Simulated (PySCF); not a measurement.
C4H7NS.
Bonds: C1–C2, C2–S3, S3–C4, C4–C5, C5–N6 (triple). Hydrogens: H7, H8, H9 on C1; H10, H11 on C2; H12, H13 on C4.

The geometry is computed with GFN2-xTB (gas phase).

(1) Give the optimised bond lengths and angles.

Results:

(1) 
```tsv
bond	length (Å)	order
C1–C2	1.517	single
C2–S3	1.825	single
S3–C4	1.840	single
C4–C5	1.432	single
C5≡N6	1.144	triple
C1–H7, C1–H8, C1–H9	1.088	single
C2–H10, C2–H11	1.090	single
C4–H12, C4–H13	1.091	single
```

Bonds in one row agree within 0.01 Å and their mean is given. Orders are formal, as drawn. A selection of angles:
```tsv
angle	degrees
C2–C1–H7	109.5
C2–C1–H8	110.5
H7–C1–H8	108.6
H7–C1–H9	108.0
C1–C2–S3	113.2
C1–C2–H10	111.9
S3–C2–H10	107.7
S3–C2–H11	103.6
H10–C2–H11	109.1
C2–S3–C4	101.2
S3–C4–C5	110.4
S3–C4–H12	109.3
S3–C4–H13	105.5
C5–C4–H12	111.0
H12–C4–H13	110.0
C4–C5–N6	177.2
```

Torsions: C1–C2–S3–C4 -69° (synclinal); C2–S3–C4–C5 -55° (synclinal). The mirror-image conformer, all signs reversed, is as good.

The 2 C–C bonds span 1.432 Å (C4–C5, drawn single) to 1.517 Å (C1–C2, drawn single), a spread of 0.085 Å. Of the pairs four or more bonds apart, C5···H10 is among the closest relative to their van der Waals radii: 2.64 Å, 91 % of the sum of Bondi's values.

Point group: C1 (no symmetry element, even within 0.4 Å). No frequency check. One conformer, not necessarily the lowest.
